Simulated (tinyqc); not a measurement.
RKS/LDA (PW92) in the sto-6g basis, for HF, spin multiplicity 1, step by step. Computed by tinyqc, a small Python program that keeps every step (integrals from PySCF). Settings: charge = 0, multiplicity = 1, basis = sto-6g, energy threshold = 1e-10, iteration cap = 68, orthogonalisation = canonical, start = core, DIIS depth = 6, method = RKS, functional = lda,pw, grid = [30, 50]. Command: `OMP_NUM_THREADS=1 python tinyqc.py 23889 23890 out.jsonl` (the two numbers bound the seeds that draw the settings). One thread of a shared host (Intel(R) Xeon(R) Processor @ 2.60GHz), about 0.3 s of CPU time with the checks. Later iterations appear only in the table of the cycle.

## One-electron integrals

Geometry (angstrom):

| atom | x | y | z |
|---|---|---|---|
| F | 0.00000 | 0.00000 | 0.00000 |
| H | 0.00000 | 0.00000 | 0.92800 |

Basis sto-6g: exponents (1/bohr^2) and contraction coefficients of normalised primitives:

| element | l (shell) | exponent | coefficient |
|---|---|---|---|
| F | s (1) | 1728.62657 | 0.00916 |
| F | s (1) | 316.94179 | 0.04936 |
| F | s (1) | 88.66889 | 0.16854 |
| F | s (1) | 30.46016 | 0.37056 |
| F | s (1) | 11.82857 | 0.41649 |
| F | s (1) | 4.87166 | 0.13033 |
| F | s (2) | 67.03228 | -0.01325 |
| F | s (2) | 13.26744 | -0.04699 |
| F | s (2) | 4.12351 | -0.03379 |
| F | s (2) | 1.58646 | 0.25024 |
| F | s (2) | 0.68900 | 0.59512 |
| F | s (2) | 0.31582 | 0.24071 |
| F | p (3) | 67.03228 | 0.00376 |
| F | p (3) | 13.26744 | 0.03768 |
| F | p (3) | 4.12351 | 0.17390 |
| F | p (3) | 1.58646 | 0.41804 |
| F | p (3) | 0.68900 | 0.42586 |
| F | p (3) | 0.31582 | 0.10171 |
| H | s (1) | 35.52322 | 0.00916 |
| H | s (1) | 6.51314 | 0.04936 |
| H | s (1) | 1.82214 | 0.16854 |
| H | s (1) | 0.62596 | 0.37056 |
| H | s (1) | 0.24308 | 0.41649 |
| H | s (1) | 0.10011 | 0.13033 |

Overlap, kinetic and nuclear-attraction integrals over the contracted functions; the nuclear repulsion is the sum of Za Zb / Rab.

nuclear repulsion = 5.1321066 hartree

overlap S, lower triangle:
```
          1F 1s    1F 2s   1F 2px   1F 2py   1F 2pz    2H 1s
1F 1s   1.00000
1F 2s   0.23248  1.00000
1F 2px  0.00000  0.00000  1.00000
1F 2py  0.00000  0.00000  0.00000  1.00000
1F 2pz  0.00000  0.00000  0.00000  0.00000  1.00000
2H 1s   0.04938  0.44438  0.00000  0.00000  0.34434  1.00000
```

kinetic energy T (hartree), lower triangle:
```
           1F 1s    1F 2s   1F 2px   1F 2py   1F 2pz    2H 1s
1F 1s   37.39773
1F 2s   -1.14335  1.08230
1F 2px   0.00000  0.00000  3.25133
1F 2py   0.00000  0.00000  0.00000  3.25133
1F 2pz   0.00000  0.00000  0.00000  0.00000  3.25133
2H 1s   -0.00136  0.12170  0.00000  0.00000  0.26176  0.76852
```

nuclear attraction V (hartree), lower triangle:
```
            1F 1s      1F 2s     1F 2px     1F 2py     1F 2pz     2H 1s
1F 1s   -78.39269
1F 2s    -7.99828  -12.04139
1F 2px    0.00000    0.00000  -12.00276
1F 2py    0.00000    0.00000    0.00000  -12.00276
1F 2pz   -0.01555   -0.17643    0.00000    0.00000  -12.11711
2H 1s    -1.95298   -4.13356    0.00000    0.00000   -2.86217  -6.16123
```

core Hamiltonian H = T + V (hartree), lower triangle:
```
            1F 1s      1F 2s    1F 2px    1F 2py    1F 2pz     2H 1s
1F 1s   -40.99496
1F 2s    -9.14163  -10.95909
1F 2px    0.00000    0.00000  -8.75143
1F 2py    0.00000    0.00000   0.00000  -8.75143
1F 2pz   -0.01555   -0.17643   0.00000   0.00000  -8.86578
2H 1s    -1.95434   -4.01186   0.00000   0.00000  -2.60041  -5.39271
```

## Two-electron integrals

Functions are numbered as in S; the eight-fold symmetry (ij|kl) = (ji|kl) = (kl|ij) leaves the list below.

Two-electron integrals (ij|kl) in chemists' order, unique and non-zero (hartree):
```
(11|11) 5.40624   (21|11) 0.76813   (21|21) 0.13891   (22|11) 1.26627
(22|21) 0.28399   (22|22) 0.92637   (31|31) 0.02945   (32|31) 0.04468
(32|32) 0.20475   (33|11) 1.26627   (33|21) 0.28399   (33|22) 0.92637
(33|33) 0.99808   (41|41) 0.02945   (42|41) 0.04468   (42|42) 0.20475
(43|43) 0.05379   (44|11) 1.26627   (44|21) 0.28399   (44|22) 0.92637
(44|33) 0.89051   (44|44) 0.99808   (51|51) 0.02945   (52|51) 0.04468
(52|52) 0.20475   (53|53) 0.05379   (54|54) 0.05379   (55|11) 1.26627
(55|21) 0.28399   (55|22) 0.92637   (55|33) 0.89051   (55|44) 0.89051
(55|55) 0.99808   (61|11) 0.17419   (61|21) 0.03018   (61|22) 0.06031
(61|33) 0.06020   (61|44) 0.06020   (61|51) 0.00131   (61|52) 0.00254
(61|55) 0.06052   (61|61) 0.00667   (62|11) 0.41551   (62|21) 0.09447
(62|22) 0.34070   (62|33) 0.33601   (62|44) 0.33601   (62|51) 0.00680
(62|52) 0.04989   (62|55) 0.35009   (62|61) 0.02050   (62|62) 0.15102
(63|31) 0.01081   (63|32) 0.06079   (63|53) 0.01055   (63|63) 0.02290
(64|41) 0.01081   (64|42) 0.06079   (64|54) 0.01055   (64|64) 0.02290
(65|11) 0.27056   (65|21) 0.06241   (65|22) 0.24069   (65|33) 0.23022
(65|44) 0.23022   (65|51) 0.01484   (65|52) 0.09485   (65|55) 0.26161
(65|61) 0.01418   (65|62) 0.13094   (65|65) 0.13590   (66|11) 0.54618
(66|21) 0.12649   (66|22) 0.52206   (66|33) 0.50388   (66|44) 0.50388
(66|51) 0.01229   (66|52) 0.12328   (66|55) 0.55842   (66|61) 0.02770
(66|62) 0.28893   (66|65) 0.29089   (66|66) 0.77500
```

## Orthogonalisation

S = U s U^T; canonical form X = U s^(-1/2), so that X^T S X = 1. Each column of U has its largest component positive (the first on a tie).

eigenvalues of S: 0.42048  0.84929  1.00000  1.00000  1.12029  1.60994

X:
```
               1         2        3         4         5        6
1F 1s    0.27650   0.76739  0.00000   0.00000  -0.59051  0.21881
1F 2s   -0.91078  -0.44422  0.00000   0.00000  -0.35098  0.46332
1F 2px   0.00000   0.00000  0.11746   0.99308   0.00000  0.00000
1F 2py   0.00000   0.00000  0.99308  -0.11746   0.00000  0.00000
1F 2pz  -0.61980   0.57301  0.00000   0.00000   0.61235  0.29439
2H 1s    1.04311  -0.25080  0.00000   0.00000   0.21392  0.52147
```

Within a degenerate level the vectors are fixed only up to a rotation; this is one choice.

## Starting guess

The start is the orbitals of the core Hamiltonian; D = 2 C_occ C_occ^T.

D at the start, lower triangle:
```
           1F 1s     1F 2s   1F 2px   1F 2py    1F 2pz    2H 1s
1F 1s    2.12159
1F 2s   -0.54118   2.40261
1F 2px   0.00000   0.00000  2.00000
1F 2py   0.00000   0.00000  0.00000  2.00000
1F 2pz  -0.03971   0.24532  0.00000  0.00000   2.20346
2H 1s    0.08814  -0.38329  0.00000  0.00000  -0.37178  0.11195
```

## Iteration 1: exchange-correlation on the grid

Becke grid with 30 radial and 50 angular points per atom, points of zero weight dropped. rho = sum D_ij phi_i phi_j; V_xc,ij = sum w v_xc phi_i phi_j; v_xc is d(rho eps)/d rho.

The 16 grid points with the largest w rho, of 2998 (bohr, atomic units):

| x | y | z | w | rho | eps_xc | v_xc |
|---|---|---|---|---|---|---|
| -0.70470 | 0.70470 | 0.00000 | 0.05634 | 0.57847 | -0.68212 | -0.89530 |
| -0.70470 | -0.70470 | 0.00000 | 0.05634 | 0.57847 | -0.68212 | -0.89530 |
| 0.70470 | -0.70470 | 0.00000 | 0.05634 | 0.57847 | -0.68212 | -0.89530 |
| 0.70470 | 0.70470 | 0.00000 | 0.05634 | 0.57847 | -0.68212 | -0.89530 |
| -0.70470 | 0.00000 | -0.70470 | 0.05641 | 0.57157 | -0.67957 | -0.89192 |
| 0.00000 | -0.70470 | -0.70470 | 0.05641 | 0.57157 | -0.67957 | -0.89192 |
| 0.00000 | 0.70470 | -0.70470 | 0.05641 | 0.57157 | -0.67957 | -0.89192 |
| 0.70470 | 0.00000 | -0.70470 | 0.05641 | 0.57157 | -0.67957 | -0.89192 |
| -0.57289 | 0.57289 | 0.00000 | 0.03221 | 0.98999 | -0.80720 | -1.06082 |
| -0.57289 | -0.57289 | 0.00000 | 0.03221 | 0.98999 | -0.80720 | -1.06082 |
| 0.57289 | 0.57289 | 0.00000 | 0.03221 | 0.98999 | -0.80720 | -1.06082 |
| 0.57289 | -0.57289 | 0.00000 | 0.03221 | 0.98999 | -0.80720 | -1.06082 |
| 0.00000 | 0.57289 | 0.57289 | 0.03049 | 1.03086 | -0.81753 | -1.07449 |
| 0.57289 | 0.00000 | 0.57289 | 0.03049 | 1.03086 | -0.81753 | -1.07449 |
| 0.00000 | -0.57289 | 0.57289 | 0.03049 | 1.03086 | -0.81753 | -1.07449 |
| -0.57289 | 0.00000 | 0.57289 | 0.03049 | 1.03086 | -0.81753 | -1.07449 |

electrons on the grid, sum of w rho = 10.00019

E_xc = sum of w rho eps_xc = -10.8943665 hartree

V_xc (hartree), lower triangle:
```
           1F 1s     1F 2s    1F 2px    1F 2py    1F 2pz     2H 1s
1F 1s   -3.32101
1F 2s   -0.43962  -0.94303
1F 2px   0.00000   0.00000  -0.94398
1F 2py   0.00000   0.00000   0.00000  -0.94398
1F 2pz  -0.00133  -0.00051   0.00000   0.00000  -0.94115
2H 1s   -0.10190  -0.30144   0.00000   0.00000  -0.18982  -0.28931
```

## Iteration 1: building the Kohn-Sham matrix

J_ij = sum D_kl (ij|kl); F = H + J + V_xc; E = tr D H + tr D J / 2 + E_xc + E_nn.

Coulomb J (hartree), lower triangle:
```
           1F 1s    1F 2s   1F 2px   1F 2py   1F 2pz    2H 1s
1F 1s   21.10821
1F 2s    3.82397  9.98044
1F 2px   0.00000  0.00000  9.98247
1F 2py   0.00000  0.00000  0.00000  9.98247
1F 2pz   0.00495  0.00239  0.00000  0.00000  9.97638
2H 1s    0.83512  3.56007  0.00000  0.00000  2.46108  5.23550
```

Kohn-Sham matrix F (hartree), lower triangle:
```
            1F 1s     1F 2s   1F 2px   1F 2py    1F 2pz     2H 1s
1F 1s   -23.20776
1F 2s    -5.75727  -1.92168
1F 2px    0.00000   0.00000  0.28705
1F 2py    0.00000   0.00000  0.00000  0.28705
1F 2pz   -0.01194  -0.17455  0.00000  0.00000   0.16945
2H 1s    -1.22112  -0.75322  0.00000  0.00000  -0.32915  -0.44652
```

total energy of this density = -98.3829853 hartree

## Iteration 1: diagonalisation and new density

Diagonalise F' = X^T F X, C = X C', fill 5 alpha and 5 beta electrons from the bottom; D = 2 C_occ C_occ^T. Each column has its largest component positive (the first on a tie).

F' = X^T F X (hartree), lower triangle:
```
          1         2        3        4          5         6
1   0.07006
2  -1.83093  -9.61791
3   0.00000   0.00000  0.28705
4   0.00000   0.00000  0.00000  0.28705
5   1.46209  10.05595  0.00000  0.00000  -10.25360
6  -0.81532  -5.16310  0.00000  0.00000    5.53441  -3.59057
```

orbital energies (hartree): MO1 -23.21440, MO2 -0.67604, MO3 -0.04771, MO4 0.28705, MO5 0.28705, MO6 0.54614

coefficients C:
```
             MO1       MO2       MO3       MO4      MO5       MO6
1F 1s    0.99562  -0.19542  -0.17028   0.00000  0.00000  -0.05893
1F 2s    0.01946   0.69333   0.84113   0.00000  0.00000   0.41968
1F 2px   0.00000   0.00000   0.00000   0.91741  0.39794   0.00000
1F 2py   0.00000   0.00000   0.00000  -0.39794  0.91741   0.00000
1F 2pz   0.00254   0.19011  -0.37912   0.00000  0.00000   0.99713
2H 1s   -0.00575   0.43633  -0.72626   0.00000  0.00000  -0.86649
```

D after iteration 1, lower triangle:
```
           1F 1s     1F 2s   1F 2px   1F 2py   1F 2pz    2H 1s
1F 1s    2.11687
1F 2s   -0.51870   2.37717
1F 2px   0.00000   0.00000  2.00000
1F 2py   0.00000   0.00000  0.00000  2.00000
1F 2pz   0.05986  -0.37407  0.00000  0.00000  0.35976
2H 1s    0.06534  -0.61693  0.00000  0.00000  0.71655  1.43574
```

Within a degenerate level the vectors are fixed only up to a rotation; this is one choice.

## Iteration 2: exchange-correlation on the grid

As before.

The 16 grid points with the largest w rho, of 2998 (bohr, atomic units):

| x | y | z | w | rho | eps_xc | v_xc |
|---|---|---|---|---|---|---|
| 0.70470 | -0.70470 | 0.00000 | 0.05634 | 0.57418 | -0.68053 | -0.89320 |
| -0.70470 | 0.70470 | 0.00000 | 0.05634 | 0.57418 | -0.68053 | -0.89320 |
| 0.70470 | 0.70470 | 0.00000 | 0.05634 | 0.57418 | -0.68053 | -0.89320 |
| -0.70470 | -0.70470 | 0.00000 | 0.05634 | 0.57418 | -0.68053 | -0.89320 |
| -0.57289 | 0.57289 | 0.00000 | 0.03221 | 0.98225 | -0.80521 | -1.05819 |
| 0.57289 | -0.57289 | 0.00000 | 0.03221 | 0.98225 | -0.80521 | -1.05819 |
| -0.57289 | -0.57289 | 0.00000 | 0.03221 | 0.98225 | -0.80521 | -1.05819 |
| 0.57289 | 0.57289 | 0.00000 | 0.03221 | 0.98225 | -0.80521 | -1.05819 |
| -0.90146 | 0.30049 | -0.30049 | 0.05040 | 0.56369 | -0.67662 | -0.88803 |
| -0.90146 | -0.30049 | -0.30049 | 0.05040 | 0.56369 | -0.67662 | -0.88803 |
| -0.30049 | -0.90146 | -0.30049 | 0.05040 | 0.56369 | -0.67662 | -0.88803 |
| 0.30049 | -0.90146 | -0.30049 | 0.05040 | 0.56369 | -0.67662 | -0.88803 |
| -0.30049 | 0.90146 | -0.30049 | 0.05040 | 0.56369 | -0.67662 | -0.88803 |
| 0.90146 | -0.30049 | -0.30049 | 0.05040 | 0.56369 | -0.67662 | -0.88803 |
| 0.90146 | 0.30049 | -0.30049 | 0.05040 | 0.56369 | -0.67662 | -0.88803 |
| 0.30049 | 0.90146 | -0.30049 | 0.05040 | 0.56369 | -0.67662 | -0.88803 |

electrons on the grid, sum of w rho = 10.00016

E_xc = sum of w rho eps_xc = -10.1260136 hartree

V_xc (hartree), lower triangle:
```
           1F 1s     1F 2s    1F 2px    1F 2py    1F 2pz     2H 1s
1F 1s   -3.30028
1F 2s   -0.42566  -0.89528
1F 2px   0.00000   0.00000  -0.91299
1F 2py   0.00000   0.00000   0.00000  -0.91299
1F 2pz   0.00295   0.00015   0.00000   0.00000  -0.85987
2H 1s   -0.09871  -0.31942   0.00000   0.00000  -0.22920  -0.53404
```

## Iteration 2: building the Kohn-Sham matrix

As before.

Coulomb J (hartree), lower triangle:
```
           1F 1s    1F 2s   1F 2px   1F 2py   1F 2pz    2H 1s
1F 1s   19.86025
1F 2s    3.55358  9.30877
1F 2px   0.00000  0.00000  9.33226
1F 2py   0.00000  0.00000  0.00000  9.33226
1F 2pz   0.00079  0.10386  0.00000  0.00000  9.26177
2H 1s    0.77731  3.44378  0.00000  0.00000  2.47868  5.56835
```

Kohn-Sham matrix F (hartree), lower triangle:
```
            1F 1s     1F 2s    1F 2px    1F 2py    1F 2pz     2H 1s
1F 1s   -24.43498
1F 2s    -6.01371  -2.54560
1F 2px    0.00000   0.00000  -0.33216
1F 2py    0.00000   0.00000   0.00000  -0.33216
1F 2pz   -0.01181  -0.07242   0.00000   0.00000  -0.46388
2H 1s    -1.27574  -0.88749   0.00000   0.00000  -0.35093  -0.35840
```

total energy of this density = -98.9495536 hartree

## Iteration 2: DIIS over 2 matrices

error matrix X^T (FDS - SDF) X:
```
          1        2        3        4         5         6
1   0.00000  0.21780  0.00000  0.00000   0.45362   0.39848
2  -0.21780  0.00000  0.00000  0.00000  -0.17125  -0.22335
3   0.00000  0.00000  0.00000  0.00000   0.00000   0.00000
4   0.00000  0.00000  0.00000  0.00000   0.00000   0.00000
5  -0.45362  0.17125  0.00000  0.00000   0.00000  -0.15186
6  -0.39848  0.22335  0.00000  0.00000   0.15186   0.00000
```

B (overlaps of the stored error matrices):
```
                1               2
1   1.9292785e+00  -1.1238367e+00
2  -1.1238367e+00   1.0285325e+00
```

Minimise |sum c_i e_i|^2 with sum c_i = 1: solve [B -1; -1 0][c; lambda] = [0; -1] with B_ij = tr e_i^T e_j, and take F = sum c_i F_i.

DIIS coefficients: 0.41348  0.58652

extrapolated F (hartree), lower triangle:
```
            1F 1s     1F 2s    1F 2px    1F 2py    1F 2pz     2H 1s
1F 1s   -23.92755
1F 2s    -5.90768  -2.28762
1F 2px    0.00000   0.00000  -0.07613
1F 2py    0.00000   0.00000   0.00000  -0.07613
1F 2pz   -0.01186  -0.11465   0.00000   0.00000  -0.20201
2H 1s    -1.25315  -0.83197   0.00000   0.00000  -0.34193  -0.39484
```

## Iteration 2: diagonalisation and new density

As before.

F' = X^T F X (hartree), lower triangle:
```
          1          2         3         4          5         6
1  -0.08396
2  -1.91904  -10.16214
3   0.00000    0.00000  -0.07613
4   0.00000    0.00000   0.00000  -0.07613
5   1.58406   10.15562   0.00000   0.00000  -10.75817
6  -0.64349   -5.29537   0.00000   0.00000    5.69931  -3.78516
```

orbital energies (hartree): MO1 -23.93349, MO2 -0.92312, MO3 -0.28807, MO4 -0.07613, MO5 -0.07613, MO6 0.35526

coefficients C:
```
             MO1       MO2       MO3      MO4       MO5       MO6
1F 1s    0.99589  -0.23360   0.09467  0.00000   0.00000   0.08110
1F 2s    0.01826   0.90261  -0.48620  0.00000   0.00000  -0.55972
1F 2px   0.00000   0.00000   0.00000  0.99761  -0.06909   0.00000
1F 2py   0.00000   0.00000   0.00000  0.06909   0.99761   0.00000
1F 2pz   0.00238   0.14611   0.71620  0.00000   0.00000  -0.79991
2H 1s   -0.00538   0.19329   0.47892  0.00000   0.00000   1.09632
```

D after iteration 2, lower triangle:
```
           1F 1s     1F 2s   1F 2px   1F 2py   1F 2pz    2H 1s
1F 1s    2.11066
1F 2s   -0.47738   2.10286
1F 2px   0.00000   0.00000  2.00000
1F 2py   0.00000   0.00000  0.00000  2.00000
1F 2pz   0.07207  -0.43258  0.00000  0.00000  1.06858
2H 1s   -0.01035  -0.11696  0.00000  0.00000  0.74246  0.53352
```

Within a degenerate level the vectors are fixed only up to a rotation; this is one choice.

## Iteration 7 (converged): orbitals

converged F (hartree), lower triangle:
```
            1F 1s     1F 2s    1F 2px    1F 2py    1F 2pz     2H 1s
1F 1s   -23.98890
1F 2s    -5.91841  -2.29957
1F 2px    0.00000   0.00000  -0.08889
1F 2py    0.00000   0.00000   0.00000  -0.08889
1F 2pz   -0.01883  -0.13838   0.00000   0.00000  -0.21232
2H 1s    -1.25586  -0.84238   0.00000   0.00000  -0.35765  -0.44346
```

As before.

F' = X^T F X (hartree), lower triangle:
```
          1          2         3         4          5         6
1  -0.13587
2  -1.91500  -10.19055
3   0.00000    0.00000  -0.08889
4   0.00000    0.00000   0.00000  -0.08889
5   1.58232   10.19066   0.00000   0.00000  -10.77821
6  -0.65325   -5.30786   0.00000   0.00000    5.69723  -3.82479
```

orbital energies (hartree): MO1 -23.99475, MO2 -0.94442, MO3 -0.29755, MO4 -0.08889, MO5 -0.08889, MO6 0.30729

coefficients C:
```
             MO1       MO2       MO3       MO4      MO5       MO6
1F 1s    0.99594  -0.23070   0.10427   0.00000  0.00000   0.07698
1F 2s    0.01810   0.88896  -0.53266   0.00000  0.00000  -0.53890
1F 2px   0.00000   0.00000   0.00000   0.97265  0.23226   0.00000
1F 2py   0.00000   0.00000   0.00000  -0.23226  0.97265   0.00000
1F 2pz   0.00270   0.17115   0.68382   0.00000  0.00000  -0.82294
2H 1s   -0.00545   0.20431   0.50953   0.00000  0.00000   1.08041
```

D after iteration 7, lower triangle:
```
           1F 1s     1F 2s   1F 2px   1F 2py   1F 2pz    2H 1s
1F 1s    2.11197
1F 2s   -0.48520   2.14860
1F 2px   0.00000   0.00000  2.00000
1F 2py   0.00000   0.00000  0.00000  2.00000
1F 2pz   0.06903  -0.42410  0.00000  0.00000  0.99383
2H 1s    0.00114  -0.17976  0.00000  0.00000  0.76677  0.60279
```

Within a degenerate level the vectors are fixed only up to a rotation; this is one choice.

## Convergence

Stop when the energy changes by less than 1e-10 hartree and every element of the error matrix X^T (F D S - S D F) X is below 3e-06.

Course of the cycle:

| iteration | E (hartree) | change | largest element of the error matrix |
|---|---|---|---|
| 1 | -98.3829853 | - | 8.11e-01 |
| 2 | -98.9495536 | -5.67e-01 | 4.54e-01 |
| 3 | -99.1728559 | -2.23e-01 | 5.58e-02 |
| 4 | -99.1752661 | -2.41e-03 | 2.16e-03 |
| 5 | -99.1752678 | -1.68e-06 | 2.80e-04 |
| 6 | -99.1752679 | -7.39e-08 | 3.59e-06 |
| 7 | -99.1752679 | -1.13e-11 | 2.65e-08 |

PySCF RKS in the same basis, fine grid = -99.1754989 hartree

Converged in 7 iterations. The coarse grid moves the energy by +2.31e-04 hartree.

## Populations, bond orders and dipole

Mulliken: Z minus the diagonal of D S on the atom; Loewdin: the same with S^(1/2) D S^(1/2); Mayer order: 2 sum_s sum (D(s) S)_ij (D(s) S)_ji over the two atoms.

Charges (e):

| atom | Mulliken | Loewdin |
|---|---|---|
| 1F | -0.21300 | -0.15435 |
| 2H | 0.21300 | 0.15435 |

Mayer bond orders:

| pair | order |
|---|---|
| 2-1 | 0.95463 |

dipole moment about the origin, x y z (debye): 0.00000  0.00000  1.26429
